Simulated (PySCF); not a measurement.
C3H4, SMILES C#CC.

The structure is a stationary point at B3LYP-D3(BJ)/def2-TZVP.

Two levels are set side by side: PBE/def2-TZVPD (PySCF) and PBE0/def2-TZVPD (PySCF). Same geometry, gas phase. Differences are taken from unrounded values.

| quantity | PBE |
|---|---|
| orbital gap (eV) | 6.33 |
| highest occupied level (eV) | -6.51 |
| lowest empty level (eV) | -0.18 |
| dipole moment (D) | 0.86 |
| mean polarisability (bohr³) | 37.4 |

These are the PBE values. What does PBE0 give? (An estimate is asked for; the answer gives what the named calculation found.)


```json
[
 {"quantity": "orbital gap (eV)", "PBE0": "8.13", "PBE minus PBE0": "-1.80"},
 {"quantity": "highest occupied level (eV)", "PBE0": "-7.74", "PBE minus PBE0": "1.23"},
 {"quantity": "lowest empty level (eV)", "PBE0": "0.39", "PBE minus PBE0": "-0.57"},
 {"quantity": "dipole moment (D)", "PBE0": "0.84", "PBE minus PBE0": "0.02"},
 {"quantity": "mean polarisability (bohr³)", "PBE0": "36.3", "PBE minus PBE0": "1.1"}
]
```

Without exact exchange PBE keeps part of each electron's self-repulsion, which lifts occupied levels and narrows the gap. PBE's more diffuse valence density responds more strongly to a field. Differences between two approximate levels are no errors against the true value.

Rough cost on one machine, each run with all the roots and properties that it gave: PBE0 against PBE within a factor of 2.
